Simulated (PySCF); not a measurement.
Species, as SMILES: C#N (CH-N).
Geometry (B3LYP-D3(BJ)/def2-TZVP, fixed):
```xyz
3

C      0.0000     0.0000    -0.4969
N      0.0000     0.0000     0.6493
H      0.0000     0.0000    -1.5636
```
Charge 0, spin multiplicity 1.

How fast the isotropic shielding of N2 converges with the basis for several methods (PySCF): deviation from each method's own reference, in ppm. References: HF -46.93 ppm, the value in pcSseg-3; PBE -43.84 ppm, the value in pcSseg-3; PBE0 -46.20 ppm, the value in pcSseg-3. All functions are spherical. Core-valence sets carry the plain set on hydrogen. No added dispersion term, no relativity. GIAO; atoms are numbered in the order shown.

```
basis       functions      HF     PBE    PBE0
----------  ---------  ------  ------  ------
STO-3G             11  118.85  121.37  121.79
6-31G              20   17.88   41.52   36.52
6-31G**            33   35.42   44.17   41.94
pcseg-1            33   16.90   28.05   25.61
def2-SVPD          48   28.67   34.66   33.21
def2-TZVP          68    3.79    9.39    8.29
cc-pCVTZ          100    4.67    3.33    3.90
def2-QZVPP        144    1.02    6.11    4.93
```

Mean absolute deviation over def2-TZVP, cc-pCVTZ: HF 4.23, PBE0 6.10, PBE 6.36 ppm.
